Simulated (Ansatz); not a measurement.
A made-up structure of MgSiH$_{2}$F (charge +1), closed shell:

```csv
atom,x (Å),y (Å),z (Å)
F1,-0.1452,-2.5945,2.6866
Mg2,-0.0711,-1.2587,1.3022
Si3,0.0464,0.8293,-0.8588
H4,-0.8271,0.8291,-2.2747
H5,0.9970,2.1948,-0.8554
```

It is relaxed with PBE-D4/def2-SVP and then PBE0-D4/def2-TZVP (Ansatz 0.2.0). Atoms count as bonded within 1.22 times the sum of their covalent radii (H–H: 0.88 Å). The end point is not checked to be a true minimum.

Problem. Does its bonding change? (Judge from chemistry; the calculation decides.)

Solution. The calculation gives: No: no bond forms or breaks.

Where it ends: The first stage lowers the energy by 0.72 eV in 4 steps. It ends as MgSiH₂F ([F][Mg][SiH2]), total charge +1:
F1  (-0.130, -2.317, 2.398)
Mg2  (-0.063, -1.123, 1.163)
Si3  (0.042, 0.741, -0.767)
H4  (-0.739, 0.740, -2.031)
H5  (0.890, 1.960, -0.764)
(Å)

Labels in which every atom is bracketed show which atoms are joined, not bond orders.

For scale, one of the runs: PBE0-D4/def2-TZVP relaxation, 112 basis functions, launched by `ansatz run in.yaml --threads 2 --pin off --events-out ev --progress --plain --max-ram 4352MiB`. The run took about 9 s on 2 CPU threads of an Arm Neoverse V1 (shared host).
